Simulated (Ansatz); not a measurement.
**AlH3 (singlet): wave-function methods side by side at scale of all distances = 0.878, cc-pVDZ**

An exercise on one series of results from a longer session: the logs are not shown, and one member is left open.

Computed with Ansatz 0.2.0, Gaussian basis. Level: cc-pVDZ, core rule «outside noble gas», up to 5 orbitals frozen.

Plan: UHF; CCSD(T) on RHF; BCCD(T) on RHF; CISD; CCSDT(Q) on RHF; CCSDTQ on RHF; CASSCF and MRCISD+Q, 2 electrons in 2 orbitals; CASSCF and NEVPT2, 2 electrons in 2 orbitals; Full CI.

20 further runs of the same task are left out: 10 for a known fault of the program, 8 that didn't finish, 2 set aside as unsound or not needed.

## What is computed

The geometry derives from a PBE0/def2-TZVP stationary point (not a proven minimum). All distances are scaled together.

4 atoms, charge 0, spin multiplicity 1.

Atoms are counted from 1 here; the program's logs count them from 0.

Bond lengths: Al1–H2 1.392 Å, Al1–H3 1.392 Å, Al1–H4 1.392 Å. Angles: H2–Al1–H3 120.0°, H2–Al1–H4 120.0°, H3–Al1–H4 120.0°.

The first run:

File in.yaml:

```yaml
crystal:
  periodic: [false, false, false]
  atoms:
    - {symbol: Al, position_ang: [0.000000, 0.000000, 0.000000]}
    - {symbol: H, position_ang: [1.392311, 0.013215, -0.000073]}
    - {symbol: H, position_ang: [-0.707600, 1.199167, -0.002450]}
    - {symbol: H, position_ang: [-0.684711, -1.212382, 0.002522]}
basis:
  gaussian: {orbitals: cc-pVDZ}
magnetization: {spin_polarized: true, initial_magnetization: 0}
hamiltonian: {xc: hf}
output: {orbitals: {seedname: orbitals}}
```

On the command line:

```console
$ ansatz run in.yaml --threads 1 --pin off --events-out ev --progress --plain --max-ram 2393MiB
```

Among the steps run: UHF; CCSD(T) on RHF; BCCD(T) on RHF; CISD; CCSDT(Q) on RHF; CCSDTQ on RHF; CASSCF and MRCISD+Q, 2 electrons in 2 orbitals; CASSCF and NEVPT2, 2 electrons in 2 orbitals; Full CI.

One of the session's tables, all rows but one given; the rest of the session is left out.

It belongs to the step «Misses and costs». 

| method | from FCI (meV) |
| --- | --- |
| RHF | +2811.3 |
| RMP2 | +688.8 |
| CISD | +120.9 |
| RCCSD | +33.9 |
| RCCSD(T) | +8.7 |
| BCCD(T) | +8.5 |
| RCCSDT | +0.5 |
| RCCSDT(Q) | +0.1 |
| RCCSDTQ | 0.0 |
| CASSCF pair | +2493.5 |
| NEVPT2 pair | +702.3 |
| MRCISD pair | +93.1 |
| MRCISD+Q pair | ? |
| FCI | 0 |

Q: Estimate the row for MRCISD+Q pair from the others.

**Answer.** from FCI (meV): -25.9. In the column «from FCI (meV)» it is the lowest.

Limits of these values: MRCISD+Q pair falls below full CI: the +Q correction isn't variational, and the cores differ from full CI's.
